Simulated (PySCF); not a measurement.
Peak assignment

Cartesian coordinates in Å; atom numbers follow the order of the lines, from 1:
```xyz
11

C     2.609    0.238   -0.622
C     1.331    0.272   -0.346
C     0.048    0.364   -0.074
O    -0.615   -0.496    0.736
C    -2.008   -0.496    0.589
H     2.995   -0.286   -1.506
H     3.349    0.727    0.023
H    -0.541    1.195   -0.489
H    -2.417   -1.158    1.363
H    -2.318   -0.875   -0.402
H    -2.434    0.515    0.728
```

- J couplings at B3LYP/pcJ-1 (without the spin–dipole term)
- GIAO B3LYP/pcSseg-2 shieldings
- geometry from PBE0-D3(BJ)/def2-SVP
- run in PySCF 2.14.0 with density-fitted response routines
- relativity neglected, one conformer, in vacuum, fast rotation and ring inversion assumed for equivalent nuclei

References, each an isolated molecule treated in the same way: TMS for $^{13}$C, $^{1}$H.

**Question.** Assign these signals to the numbered atoms. $^{13}$C{$^{1}$H} NMR (computed): δ 225.5 (C), 131.4 (CH), 92.9 (CH2), 61.7 (CH3).

**Answer.** 
225.5 → C2, central carbon of an allene: the central sp carbon of an allene is among the most deshielded carbons of hydrocarbons
131.4 → C3, terminal carbon of a cumulated C=C=C unit
92.9 → C1, terminal carbon of a cumulated C=C=C unit
61.7 → C5, methyl carbon bonded to O: deshielded by the electronegative neighbour

**Question.** Assign these signals to the numbered atoms. $^{1}$H NMR (400 MHz, computed): δ 6.50 (t, J = 7.9 Hz, 1H), 5.55 (d, J = 7.9 Hz, 2H), 3.50 (s, 3H).

**Answer.** 
6.50 → H8, hydrogen on a terminal carbon of a cumulated C=C=C unit: attached to an sp2 carbon and in the plane of the double bond
5.55 → H6/H7, hydrogen on a terminal carbon of a cumulated C=C=C unit
3.50 → H9/H10/H11, hydrogen on a methyl carbon bonded to O: its carbon carries O, hence the downfield position

Multiplet labels drop couplings under 1 Hz and merge nearly equal ones. Shifts are as computed. Against solution values, carbons near 30 ppm lie about +3 ppm off and those near 130 ppm about +8 ppm. Of 1211 compounds with measured shifts, 218 miss one by over three times the rms of a fit or turn the order of signals round; such compounds aren't used in these exercises.
